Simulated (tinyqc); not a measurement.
Harmonic frequencies on the RHF/sto-3g surface (energies and gradients from PySCF), for LiH, spin multiplicity 1, step by step. One step of it, computed by the program tinyqc.

Problem. Normal modes. Diagonalise H_ij / sqrt(m_i m_j); the 5 smallest eigenvalues belong to translations and rotations; wavenumber = sqrt(eigenvalue / 1822.888) x 219474.63; each mode has its largest component positive (the first on a tie); zero-point energy = sum of wavenumbers / 2, with 349.755 1/cm per kcal/mol.

Hessian (symmetrised) (hartree/bohr^2), order 1Lix, 1Liy, 1Liz, 2Hx, 2Hy, 2Hz:
```
[[-0.00000192, 0.00000000, 0.00000000, 0.00000192, 0.00000000, 0.00000000],
 [0.00000000, -0.00000192, 0.00000000, 0.00000000, 0.00000192, 0.00000000],
 [0.00000000, 0.00000000, 0.11621926, 0.00000000, 0.00000000, -0.11621926],
 [0.00000192, 0.00000000, 0.00000000, -0.00000192, 0.00000000, 0.00000000],
 [0.00000000, 0.00000192, 0.00000000, 0.00000000, -0.00000192, 0.00000000],
 [0.00000000, 0.00000000, -0.11621926, 0.00000000, 0.00000000, 0.11621926]]
```

masses (u): [7.016004, 1.007825]

Give: eigenvalues of the mass-weighted Hessian; harmonic wavenumbers of the vibrations; mass-weighted modes; zero-point energy.

Solution.

eigenvalues of the mass-weighted Hessian (hartree/(bohr^2 u)): [0.0000, 0.0000, 0.0000, 0.0000, 0.0000, 0.1319]

harmonic wavenumbers of the vibrations (1/cm): [1866.8]

mass-weighted modes, order 1Lix, 1Liy, 1Liz, 2Hx, 2Hy, 2Hz:
```
[[0.0000],
 [0.0000],
 [-0.3544],
 [0.0000],
 [0.0000],
 [0.9351]]
```

zero-point energy = 2.6687 kcal/mol
